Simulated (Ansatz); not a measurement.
## SnCl2 (Pnma, No. 62): band gap by level of theory

No measured value is used here.

```
level (code)              value (eV)  cell (Å³/atom)
------------------------  ----------  --------------
LDA (Ansatz)                    2.87           23.86
PBEsol (Ansatz)                 2.96           25.59
r²SCAN (Ansatz)                 3.42           27.84
PBE0 (Ansatz)                   4.63           27.84
G0W0@PBEsol+SOC (Ansatz)        4.28           26.49
```

Computed values are for a static lattice. Levels without +SOC have no spin–orbit coupling; where heavier elements are present it shifts gaps, mostly down, and can invert bands.  LDA, PBEsol, r²SCAN, PBE0: the gap is read on the k mesh or supercell of the run alone and can be too large. G0W0@PBEsol+SOC: filled d or f shells below the valence bands can shift G0W0 gaps through exchange with them, which wasn't tested here. G0W0@PBEsol+SOC: spin–orbit coupling enters as the shift of the gap found with a semilocal functional. Values are at the level's own equilibrium cell; PBE0 at the r²SCAN cell; G0W0@PBEsol+SOC at the measured cell. K meshes differ between the levels. Ansatz's density-functional and Hartree–Fock values are scalar-relativistic unless marked +SOC, with PAW data made under PBE.

Ansatz is a first-principles code.
